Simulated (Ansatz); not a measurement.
Geometry optimisation, RKS PBE0/def2-SVP (Ansatz).

The input (input.yaml):

```yaml
crystal:
  periodic: [false, false, false]
  atoms:
    - { symbol: B, position_ang: [0.0, 0.0, 0.0] }
    - { symbol: H, position_ang: [0.0, 0.0, 1.19] }
    - { symbol: H, position_ang: [1.0305, 0.0, -0.595] }
    - { symbol: F, position_ang: [-1.1431, 0.0, -0.66] }
basis:
  gaussian: { orbitals: def2-SVP }
hamiltonian:
  xc: pbe0
relax:
  f_tol: 0.02
  max_steps: 40
```

Run as:

```bash
$ ansatz run input.yaml --threads 1 --pin off --max-ram 2048MiB --backend cpu --events-out ev --progress --plain --runs-dir out
```

Q: Where does it end, and by what steps?

A: The run converged. After 2 steps the energy has fallen by 0.022 eV; H3 moved furthest, 0.04 Å.

```tsv
step	energy less start (eV)	largest force component (eV/Å)	accepted
0	0.0000	0.495	yes
1	-0.0207	0.121	yes
2	-0.0222	0.015	yes
```

```xyz
4
Properties=species:S:1:pos:R:3
B 0.013 0.000 0.007
H -0.034 0.000 1.216
H 1.036 0.000 -0.637
F -1.127 0.000 -0.651
```

Whether the end is a true minimum wasn't checked by a vibrational analysis.

Time of the run: 1.2 s on 1 thread of Intel(R) Xeon(R) 6975P-C (Granite Rapids), with other jobs on the host, peak memory 0.1 GiB.
